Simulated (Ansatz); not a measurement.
MgClF (SMILES [F][Mg][Cl]), singlet: a single point displaced at random from a GFN2-xTB minimum.

Input (in.yaml):

```yaml
crystal:
  periodic: [false, false, false]
  atoms:
    - {symbol: F, position_ang: [-1.647500, 0.757700, -0.693900]}
    - {symbol: Mg, position_ang: [0.010500, 0.000300, -0.000800]}
    - {symbol: Cl, position_ang: [1.693600, -0.947300, 0.815300]}
basis:
  gaussian: {orbitals: def2-TZVPP}
hamiltonian: {xc: {name: wB97M-V}}
output: {forces: true}
```

An equivalent command:

```bash
ansatz run in.yaml --threads 4 --pin off --events-out ev --progress --plain
```

What Ansatz 0.2.0 printed:

```
Functional definition: wB97M-V
  name "wB97M-V"
  cite "Mardirossian & Head-Gordon, J. Chem. Phys. 144, 214110 (2016) doi:10.1063/1.4952647"
  cite "Becke, J. Chem. Phys. 107, 8554 (1997) doi:10.1063/1.475007"
  cite "Vydrov & Van Voorhis, J. Chem. Phys. 133, 244103 (2010) doi:10.1063/1.3521275"
  # Of w^i u^j: cxij and so on, Table III.
  parameter omega = 0.3/bohr
  parameter cx = 0.15
  parameter cx01 = 1.007
  parameter cx10 = 0.259
  parameter css00 = 0.443
  parameter css04 = -1.437
  parameter css10 = -4.535
  parameter css20 = -3.390
  parameter css43 = 4.278
  parameter cos00 = 1.000
  parameter cos10 = 1.358
  parameter cos20 = 2.924
  parameter cos21 = -8.812
  parameter cos60 = -1.390
  parameter cos61 = 9.142
  parameter b = 6.0
  parameter c = 0.01
  gx(w, u) = 1 - cx + cx01*u + cx10*w
  gss(w, u) = css00 + css04*u^4 + css10*w + css20*w^2 + css43*w^4*u^3
  gos(w, u) = cos00 + cos10*w + (cos20 + cos21*u)*w^2 + (cos60 + cos61*u)*w^6
  exchange = spin_sum(e_x_unif_sr(omega)*gx(b97_w, b97_u_x)) + cx*exact_x_sr(omega) + exact_x_lr(omega)
  correlation = spin_sum(e_c_pw_mod_same_spin*gss(b97_w, b97_u_same))
      + integral(e_c_pw_mod_opposite_spin*gos(b97_w_opposite, b97_u_opposite)) + vv10(b, c)
754 factors; their error is unknown
143 factors; integrals over basis functions are off by at most 2.1e-5 eV
mean field evaluation 1: about -20684.1513 eV, gradient 4.3e1 eV
mean field evaluation 2: about -20681.7608 eV, gradient 6.5e1 eV
mean field evaluation 4: about -20687.5635 eV, gradient 1.5e0 eV
mean field evaluation 8: about -20687.6050 eV, gradient 1.8e-2 eV
mean field -20687.60499876 eV, -760.2554611420 hartree, gradient 5.4e-5 eV, S^2 0.000000; 0 other end points of the search recorded, 0 dependent functions left out
the calculation of the forces begins
reference -20687.60504507 eV, -760.2554628440 hartree; 19, 19 occupied and 86, 86 virtual orbitals, 754 factors
Total energy: -20687.60504507 eV, -760.2554628440 hartree
Atom 0 at    -1.647500     0.757700    -0.693900 Å, force     2.258979    -0.988670     0.917095 eV/Å
Atom 1 at     0.010500     0.000300    -0.000800 Å, force    -3.151195     1.448374    -1.322883 eV/Å
Atom 2 at     1.693600    -0.947300     0.815300 Å, force     0.892215    -0.459704     0.405788 eV/Å
Dipole moment:     0.261657    -0.026696     0.050946 e Å
```

The lines “mean field evaluation” count trial sets of orbitals through the whole run, from several starts and some on an approximate energy, so they need not fall steadily or lie above the final value.

Hardware: 4 CPU threads, shared host. Wall time about 3.1 s.
